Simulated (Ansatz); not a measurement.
System: fluorite CdF2. Method: r²SCAN (plane waves, PAW; Ansatz, a first-principles code).

Run with plane-wave cutoff 600 eV, 8×8×8 k mesh, finite displacements, scalar-relativistic PAW data made under PBE.

The cell has the measured lattice parameters. Conventional cell: a = 5.3880 Å, b = 5.3880 Å, c = 5.3880 Å, α = 90.00°, β = 90.00°, γ = 90.00°.

```
CdF2
1.0
    0.00000     2.69400     2.69400
    2.69400     0.00000     2.69400
    2.69400     2.69400     0.00000
Cd F
1 2
Direct
  0.00000   0.00000   0.00000
  0.75000   0.75000   0.75000
  0.25000   0.25000   0.25000
```

Harmonic phonon frequencies (cm⁻¹; i marks an imaginary mode; at Γ without the LO shift):

| q point | frequencies |
|---|---|
| Γ | 0 0 0 225 225 225 314 314 314 |
| X | 105 110 110 146 146 195 356 356 407 |
| L | 88 88 181 261 261 287 287 303 353 |

No imaginary mode appears at these points.

Note: the cell isn't this level's own, so it is under some stress, which shifts stiffness and frequencies.
